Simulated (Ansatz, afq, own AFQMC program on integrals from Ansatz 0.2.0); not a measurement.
# CH₄N, doublet: AFQMC among the cluster methods

```xyz
6

N    -0.0887    0.0000    0.6446
C     0.0848    0.0000   -0.7305
H     0.2213   -0.8326    1.1206
H     0.2213    0.8326    1.1206
H    -0.1102   -0.9302   -1.2469
H    -0.1102    0.9302   -1.2469
```

Connectivity, by distances: NH2–CH2.

Basis 6-31G. Only valence electrons are correlated. Integrals, coupled cluster, full CI and functionals: Ansatz 0.2.0; the random walks run on the same integrals in our own AFQMC program. The CISD trial takes its coefficients from CCSD amplitudes. Released means that phaseless walkers are propagated on without the constraint, phases kept. Error bars are statistical, one sigma.

Determinant: UHF, the one that the program's search chose, which needn't be the lowest solution. The geometry is a PBE0/def2-TZVP stationary point of this or a neighbouring charge and spin state.

No full CI on the walks' own integrals is used here; CCSDT(Q) serves as the reference and is uncertain by about the last step of the cluster series.

```
T1 diagnostic                               : 0.0152
weight of the determinant in the CISD state : 0.913
⟨S²⟩ of the determinant                     : 0.760
size of the correlated space                : 13 electrons in 24 orbitals
```

Reference: CCSDT(Q), correlation energy -5.767 eV. The released energy is read at 2.40 1/Eh (meV from the phaseless value at times in 1/Eh: -37 ± 11 at 0.24, -35 ± 10 at 0.51, -42 ± 9 at 0.99, -21 ± 13 at 1.62, -11 ± 16 at 2.40).

| level | E − E(reference) (kJ/mol) | share of correlation (%) |
| --- | --- | --- |
| HF | 556.4 | 0.00 |
| MP2 | 74.9 | 86.54 |
| CCSD | 11.6 | 97.92 |
| CCSD(T) | 2.1 | 99.62 |
| CCSDT | 1.1 | 99.81 |
| ph-AFQMC/CISD | 2.1 ± 0.8 | 99.62 |
| released AFQMC | 1.1 ± 1.5 | 99.80 |

A walk keeps the symmetry of its determinant, which the program's search chose and which needn't be the lowest solution, so a lower state of the same spin and another symmetry isn't excluded. Released energies are given only where the last usable release times agree within the noise; a slower fall can still hide under it.
